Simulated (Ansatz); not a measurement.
Ansatz (a first-principles code) input (MP2/6-31G*):

Ansatz 0.2 input:
```yaml
crystal:
  periodic: [false, false, false]
  atoms:
    - {symbol: C, position_ang: [-0.00304570, -0.15641480, 2.06744886]}
    - {symbol: C, position_ang: [-0.00102067, -0.05592749, 0.70608771]}
    - {symbol: C, position_ang: [0.00080695, 0.03228757, -0.51321328]}
    - {symbol: C, position_ang: [0.00285697, 0.15186452, -1.95874397]}
    - {symbol: H, position_ang: [-0.93121596, -0.20490266, 2.62122401]}
    - {symbol: H, position_ang: [0.92347531, -0.19046764, 2.62504838]}
    - {symbol: H, position_ang: [-0.00468476, 1.20230164, -2.26611604]}
    - {symbol: H, position_ang: [0.89181721, -0.31201186, -2.39299250]}
    - {symbol: H, position_ang: [-0.87697708, -0.32577834, -2.39663976]}
basis:
  gaussian:
    orbitals: 6-31G*
magnetization: {spin_polarized: true, initial_magnetization: 1}
correlation: {method: mp2, electrons: outside_noble_gas}
relax: {f_tol: 0.003, max_steps: 120}
```

What final total energy does it give?

-154.76067 Eh.

The determinant is spin-contaminated: <S^2> is 0.92 against 0.75 for a pure state.
